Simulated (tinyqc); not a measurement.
Worked calculation: geometry optimisation on the RHF/sto-3g surface (energies and gradients from PySCF), for H2O, spin multiplicity 1. One step of it, computed by the program tinyqc.

Question. Step 1: move. Quasi-Newton step p = -H^(-1) g (first H = 1 times the unit matrix); steps longer than 0.1 bohr are cut back (factor 0.946 here).

positions at the start (bohr):
```
            x          y          z
1O   0.007559  -0.058582  -0.003779
2H   0.037795   1.496663   1.243440
3H  -0.001890  -1.610047   1.211314
```

gradient (hartree/bohr):
```
              x            y            z
1O  -0.00059448  -0.00855798  -0.05769083
2H   0.00102714   0.05920641   0.03276975
3H  -0.00043266  -0.05064843   0.02492108
```

Give: positions after step 1.

Answer.

positions after step 1 (bohr):
```
          x        y       z
1O   0.0081  -0.0505  0.0508
2H   0.0368   1.4406  1.2124
3H  -0.0015  -1.5621  1.1877
```
